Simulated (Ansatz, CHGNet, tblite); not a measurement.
Ladder of methods for the equilibrium lattice constant a of rock-salt PbTe

Reference value: 6.438 Å (measured, 120 K, no zero-point or thermal correction; as tabulated in Noda, Masumoto, Ohba, Saito, Toriumi, Iwata, Shibuya, Acta Cryst. C 43, 1443 …).

### Question
Put these levels in order of the equilibrium lattice constant a that they give for rock-salt PbTe, smallest first: B3LYP (VWN-RPA form) (Ansatz, a quantum-chemistry and plane-wave program), CHGNet-r²SCAN, GFN1-xTB (tblite), Hartree–Fock (Ansatz).

### Answer
GFN1-xTB (6.247 Å), CHGNet-r²SCAN (6.541 Å), B3LYP (VWN-RPA form) (6.664 Å), Hartree–Fock (6.795 Å)

Differences against the reference: GFN1-xTB -2.97 %, CHGNet-r²SCAN +1.60 %, B3LYP (VWN-RPA form) +3.51 %, Hartree–Fock +5.55 %.

The measured value isn't corrected to a static lattice, so vibrations enter the comparison. A static lattice is as a rule a little smaller than the measured one.  Density-functional levels without +SOC have no spin–orbit coupling. Hartree–Fock: the cell is over a tenth larger than the published one: the level's own overestimate first of all, though another phase or state, or a fault of the published cell, is possible. GFN1-xTB: the method was fitted mainly to molecules. GFN1-xTB: the run uses a supercell at the zone centre in place of a k mesh. Ansatz's density-functional and Hartree–Fock values are scalar-relativistic unless marked +SOC, with PAW data made under PBE.

Machine-learned potentials (CHGNet-r²SCAN) are trained on DFT data: a solid inside that data is no test of them.

Differences are worked out from the printed values.
